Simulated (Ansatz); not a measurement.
C₈H₁₈ (`CCCC(C)(C)CC`), relaxed with RKS PBE0-D4/def2-TZVP in the Gaussian-basis code of Ansatz from a GFN2-xTB geometry. The force threshold is 0.005 eV/Å; the program also tests the step.

Total charge 0; spin multiplicity 1.

Start:

```xyz
26

C    -2.255    0.725    1.835
C    -1.963    0.522    0.352
C    -0.499    0.800   -0.023
C     0.421   -0.428   -0.161
C     0.007   -1.276   -1.368
C     0.371   -1.303    1.095
C     1.881    0.044   -0.324
C     2.173    0.927   -1.533
H    -2.038    1.751    2.127
H    -1.655    0.062    2.452
H    -3.305    0.529    2.043
H    -2.605    1.202   -0.213
H    -2.243   -0.491    0.063
H    -0.071    1.471    0.726
H    -0.484    1.328   -0.977
H    -0.957   -1.749   -1.196
H     0.738   -2.061   -1.546
H    -0.074   -0.668   -2.265
H     0.654   -0.729    1.975
H    -0.624   -1.711    1.250
H     1.063   -2.137    0.998
H     2.169    0.587    0.579
H     2.518   -0.842   -0.385
H     1.913    0.424   -2.460
H     1.629    1.866   -1.480
H     3.236    1.158   -1.564
```

| step | energy (eV) | largest force (eV/Å) | largest move (Å) |
| --- | --- | --- | --- |
| 1 | -8583.3113 | 0.400 | 0.000 |
| 2 | -8583.3286 | 0.157 | 0.032 |
| 3 | -8583.3315 | 0.037 | 0.035 |
| 4 | -8583.3321 | 0.005 | 0.018 |
| 5 | -8583.3322 | 0.007 | 0.011 |
| 6 | -8583.3322 | 0.003 | 0.010 |

End:

```xyz
26

C    -2.249    0.695    1.837
C    -1.960    0.538    0.351
C    -0.502    0.800   -0.039
C     0.421   -0.425   -0.161
C     0.006   -1.283   -1.355
C     0.371   -1.285    1.099
C     1.875    0.048   -0.332
C     2.172    0.933   -1.531
H    -2.015    1.710    2.170
H    -1.656    0.008    2.444
H    -3.303    0.508    2.058
H    -2.604    1.232   -0.197
H    -2.265   -0.461    0.021
H    -0.063    1.495    0.688
H    -0.482    1.321   -1.001
H    -0.997   -1.694   -1.220
H     0.691   -2.126   -1.480
H     0.003   -0.709   -2.284
H     0.656   -0.710    1.984
H    -0.626   -1.699    1.268
H     1.065   -2.127    1.011
H     2.166    0.577    0.583
H     2.513   -0.843   -0.380
H     1.927    0.440   -2.475
H     1.621    1.875   -1.494
H     3.236    1.182   -1.564
```

It took 11 s on 6 threads of an AMD EPYC 7R13 on a shared host and a share of an NVIDIA H100 80 GB, with 0.99 GiB of host memory at the peak.
